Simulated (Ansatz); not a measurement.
`CC(O)CF`. The species carries charge 0 and has multiplicity 1. The structure was optimised at the PBE0-D4/def2-TZVP level. It is one conformer, not always the lowest.

```xyz
12

C    -0.046   -0.970   -0.905
C     0.052    0.436   -0.342
O     1.386    0.900   -0.317
C    -0.571    0.554    1.030
F     0.114   -0.266    1.919
H     0.434   -1.011   -1.884
H     0.451   -1.685   -0.244
H    -1.088   -1.280   -1.015
H    -0.487    1.131   -0.996
H     1.863    0.370    0.329
H    -1.620    0.242    1.025
H    -0.488    1.579    1.401
```

(1) What is the dipole moment at PBE/def2-TZVPP? (Best estimate.)

(2) And with r2SCAN, B3LYP, ωB97M-V? (Estimate.)

(3) Give the Mulliken charges with PBE, ωB97M-V, r2SCAN in def2-TZVPP. (Estimate.)

## Answers

(1) Computed: 1.32 D, with components (-1.24, -0.29, -0.34) D in this frame, pointing from negative to positive charge.

(2) The calculation gave: r2SCAN 1.39 D, B3LYP 1.45 D, ωB97M-V 1.45 D.

(3) Ansatz gave: 
```
atom    PBE  ωB97M-V  r2SCAN
  C1  -0.27    -0.31   -0.17
  C2   0.16     0.10    0.27
  O3  -0.32    -0.34   -0.38
  C4   0.02     0.01    0.12
  F5  -0.22    -0.25   -0.26
  H6   0.10     0.12    0.06
  H7   0.08     0.11    0.05
  H8   0.07     0.09    0.03
  H9   0.05     0.08    0.00
 H10   0.18     0.18    0.20
 H11   0.06     0.09    0.03
 H12   0.09     0.12    0.05
```

B3LYP here is the variant with VWN-RPA as its local correlation; programs differ in this.
